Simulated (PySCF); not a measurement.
Compound: C₂H₉P₂ (charge +1).
Z-matrix (Å and degrees, PBE0-D3(BJ)/def2-SVP geometry), rows numbered from 1:
```
C 
P   1  1.7956
C   2  1.7973  1  114.62
P   3  1.8970  2  111.12  1  -177.37
H   1  1.0999  2  109.48  3   -60.45
H   1  1.1003  2  109.47  3   179.55
H   1  1.1001  2  109.36  3    59.67
H   2  1.4109  1  109.16  3   122.99
H   2  1.4107  1  109.93  3  -122.61
H   3  1.1037  2  106.24  1   -59.94
H   3  1.1018  2  108.59  1    55.89
H   4  1.4261  3   95.70  2   -90.53
H   4  1.4235  3   94.16  2   174.62
```

Level of theory: core-valence-separated Tamm–Dancoff BHandHLYP/aug-pcX-1 (pcseg-1 on H, def2-SVPD on P) in PySCF, non-relativistic, gas phase, PBE0-D3(BJ)/def2-SVP geometry. Absolute energies from this functional tend to lie a few eV below measured edges; no shift was applied.

Task: Give energies, oscillator strengths and core holes at the C K edge.

Result: 
```json
{"E (eV)": "285.62", "f": "0.0406", "core hole on": "C1", "main final orbital": "LUMO+1 (41 %)"}
{"E (eV)": "285.73", "f": "0.0377", "core hole on": "C3", "main final orbital": "spread"}
{"E (eV)": "286.36", "f": "0.0221", "core hole on": "C3", "main final orbital": "LUMO (52 %)"}
{"E (eV)": "286.57", "f": "0.0074", "core hole on": "C1", "main final orbital": "LUMO (78 %)"}
{"E (eV)": "286.69", "f": "0.0207", "core hole on": "C3", "main final orbital": "LUMO+1 (34 %)"}
{"E (eV)": "286.93", "f": "0.0183", "core hole on": "C3", "main final orbital": "LUMO+6 (33 %)"}
{"E (eV)": "286.96", "f": "0.0067", "core hole on": "C1", "main final orbital": "spread"}
{"E (eV)": "287.02", "f": "0.0039", "core hole on": "C1", "main final orbital": "LUMO+2 (49 %)"}
{"E (eV)": "287.12", "f": "0.0085", "core hole on": "C3", "main final orbital": "LUMO+2 (53 %)"}
{"E (eV)": "287.32", "f": "0.0323", "core hole on": "C1", "main final orbital": "spread"}
{"E (eV)": "287.41", "f": "0.0265", "core hole on": "C3", "main final orbital": "LUMO+5 (34 %)"}
```

The first line with a tenth or more of the strongest one's intensity is at 285.62 eV (f = 0.041), with the hole on C1 (sp3 carbon bound to phosphorus). It is also the strongest listed.

Roots within 0.03 eV whose holes lie on the same, on equivalent or on shared atoms are summed into one line, and the highest roots are left out, as the search may have cut off their partners. Final orbitals are the ground state's empty Kohn–Sham orbitals.

Task: What length of transition dipole belongs to the line at 285.73 eV?

Result: From f = (2/3) ΔE |μ|² in atomic units, with ΔE = 10.500 Eh and f = 0.0377: |μ| = 0.073 au = 0.19 D.

Only the lowest roots of each edge were sought.

One conformer stands for the species.
